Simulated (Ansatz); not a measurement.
# bcc Rb

Computed with PBEsol (PAW; Ansatz, an electronic-structure program).

Numerical settings: plane-wave cutoff 520 eV, 14×14×14 k mesh, Fermi–Dirac smearing 0.05 eV, scalar-relativistic PAW data made under PBE.

Cell: relaxed at this level.

| Property | Value |
|---|---|
| equilibrium volume per atom | 86.37 Å³/atom |
| bulk modulus B0 | 2.95 GPa |
| lattice constant a | 5.569 Å |
| band gap | zero (no gap) |
| pressure derivative B′ of the bulk modulus | 3.7 |

Measured, for comparison: equilibrium volume per atom 86.68 Å³/atom, lattice constant a 5.576 Å (low-temperature or extrapolated to 0 K; zero-point anharmonic expansion removed; as tabulated in Csonka et al. (2009), arXiv:0903.4037); bulk modulus 2.92 GPa (corrected for temperature and zero-point phonon effects, our sources range from 2.92 to 3.60; as tabulated in Levämäki et al. (2014), arXiv:1402.3671). Computed (rounded) less measured: equilibrium volume per atom -0.4 %, bulk modulus not scored (sources differ), lattice constant a -0.1 %.

Spin–orbit coupling is not included.
